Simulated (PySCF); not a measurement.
How strong are the bonds of `BBC` (CH6B2)?

Molecule: `BBC` (CH6B2). Non-hydrogen atoms are numbered in `[BH2:1][BH:2][CH3:3]`.

Computed at PBE0-D3(BJ)/def2-TZVP // PBE0-D3(BJ)/def2-SVP with PySCF (density fitting, grid level 2). Zero-point and thermal terms (298.15 K, 1 bar) come from unscaled PBE0-D3(BJ)/def2-SVP harmonic frequencies, with soft modes damped to free rotors in the entropy.

```
 bond  r / Å      radicals  BDE(298 K) / kcal/mol  BDFE / kcal/mol  D₀ / kcal/mol  Dₑ / kcal/mol
 B2–H  1.222    B[B]C + H•                   74.5             66.4           73.1           79.3
B2–C3  1.569  [BH]B + CH3•                   81.7             71.6           80.3           85.9
 B1–H  1.214   [BH]BC + H•                   83.9             75.9           82.7           88.6
B1–B2  1.653  BH2• + [BH]C                  101.6             90.8          100.3          105.7
```

Homolysis to relaxed radicals in the gas phase; the table need not hold every single bond outside rings.

Weakest of these: B2–H (74.5 kcal/mol); strongest: B1–B2 (101.6 kcal/mol).

Note: the order of B2–C3 and B1–H is undecided: the gaps lie inside the method's error (some 10 kJ/mol, one structure a species).

Hardware: 1 thread of Intel Xeon @ 2.70GHz, shared with other jobs. Command: `OMP_NUM_THREADS=1 python redox_run.py task.json out`. Structures, frequencies and single points: 11 min.
